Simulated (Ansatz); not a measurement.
We consider antifluorite Mg2Ge, described by PBE-D3(BJ) (Ansatz, an electronic-structure program, plane waves, PAW).

Numerical settings: plane-wave cutoff 520 eV, 20×20×20 k mesh, scalar-relativistic PAW data made under PBE.

Cell (relaxed at this level):

```yaml
crystal:
  lattice:
    - [0.00000, 3.16219, 3.16219]
    - [3.16219, 0.00000, 3.16219]
    - [3.16219, 3.16219, 0.00000]
  atoms:
    - { symbol: Mg, position: [0.25000, 0.25000, 0.25000] }
    - { symbol: Mg, position: [0.75000, 0.75000, 0.75000] }
    - { symbol: Ge, position: [0.00000, 0.00000, 0.00000] }
```

Task: Give the computed Young modulus, Voigt–Reuss–Hill bulk modulus, elastic constant C44, elastic constant C11 and elastic constant C12.

Result: 
- Young modulus: 109 GPa
- Voigt–Reuss–Hill bulk modulus: 54.6 GPa
- elastic constant C44: 46.9 GPa
- elastic constant C11: 116 GPa
- elastic constant C12: 23.7 GPa

Note: the dispersion coefficients are held fixed in the derivatives.

Elastic constants are with the ions relaxed.

The computed numbers hold no vibrational or temperature effects.
